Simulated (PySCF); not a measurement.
## Magnesium: a sound run and one with changed settings

Sound run: Mg [Ne] 3s2, Mg⁺ [Ne] 3s1. Computed with PySCF 2.14 in def2-SVP, with no relativity, point nucleus. In the sound run the correlated levels freeze [Ne]. The sound run starts from symmetry-adapted Hartree-Fock orbitals and uses a fine grid where one is needed.

Changed run: initial guess minao, at most 50 SCF cycles, level shift 2.0 hartree.

```json
{"species": "Mg", "method": "UHF", "sound run (hartree)": "-199.53481", "changed run (hartree)": "-199.53481", "converged": "yes"}
{"species": "Mg", "method": "r2SCAN", "sound run (hartree)": "-199.96225", "changed run (hartree)": "-199.96225", "converged": "yes"}
{"species": "Mg", "method": "M06-2X", "sound run (hartree)": "-199.98660", "changed run (hartree)": "-199.98660", "converged": "yes"}
{"species": "Mg", "method": "MP2", "sound run (hartree)": "-199.55492", "changed run (hartree)": "-199.53825", "converged": "yes"}
{"species": "Mg", "method": "CCSD(T)", "sound run (hartree)": "-199.56676", "changed run (hartree)": "-199.56676", "converged": "yes"}
{"species": "Mg⁺", "method": "UHF", "sound run (hartree)": "-199.29272", "changed run (hartree)": "-199.29272", "converged": "yes"}
{"species": "Mg⁺", "method": "r2SCAN", "sound run (hartree)": "-199.69113", "changed run (hartree)": "-199.69113", "converged": "yes"}
{"species": "Mg⁺", "method": "M06-2X", "sound run (hartree)": "-199.70013", "changed run (hartree)": "-199.70013", "converged": "yes"}
```

Ionisation energy of Mg:

| method | sound run (eV) | changed run (eV) |
| --- | --- | --- |
| UHF | 6.588 | 6.588 |
| r2SCAN | 7.378 | 7.378 |
| M06-2X | 7.795 | 7.795 |
| MP2 | 7.135 | 6.681 |
| SCS-MP2 | 7.244 | 6.700 |
| CCSD | 7.457 | 7.457 |
| CCSD(T) | 7.457 | 7.457 |
| CCSDT | 7.457 | 7.457 |
| FCI | 7.457 | 7.457 |

A level shift leaves the converged SCF energy unchanged but raises the virtual orbital energies, which shrinks MP2 if it is not removed.

For comparison, NIST gives 7.646 eV between the lowest levels.
